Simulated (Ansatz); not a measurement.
Worked example: C4H6O2 → C4H4O + H2O

Species: C4H6O2 (vinyl acetate) `C=COC(C)=O`, singlet; C4H4O `C#COC=C`, singlet; H2O (water) `O`, singlet. 

Shapes, held fixed at every level: PBE0-D4/def2-TZVP. Flexible molecules stand in one conformer, not always the lowest. Programs: Ansatz 0.2.0. The zero-point and thermal change to 298 K, harmonic and unscaled (PBE0-D4/def2-TZVP), is -13.4 kJ/mol.

At CCSD(T)/CBS estimate; 1 Eh = 2625.50 kJ/mol:

```
species  energy (Eh)
 C4H6O2  -306.148622
  C4H4O  -229.657863
    H2O   -76.379409
```

Question: Work out ΔH(298 K) of the reaction at this level.

Answer: 
1. Products less reactants: (-229.657863) + (-76.379409) − [(-306.148622)] = 0.111350 Eh = +292.3 kJ/mol.
2. With the thermal change: +292.3 + (-13.4) = +278.9 kJ/mol.

Other levels give +283.8 (B2PLYP/def2-TZVPP) to +334.1 kJ/mol (SPW92/def2-TZVPP). No measured value is set beside it here. The CBS estimate extrapolates MP2 from def2-TZVPP and def2-QZVPP and adds CCSD(T) − MP2 in the triple-zeta set, cores frozen.
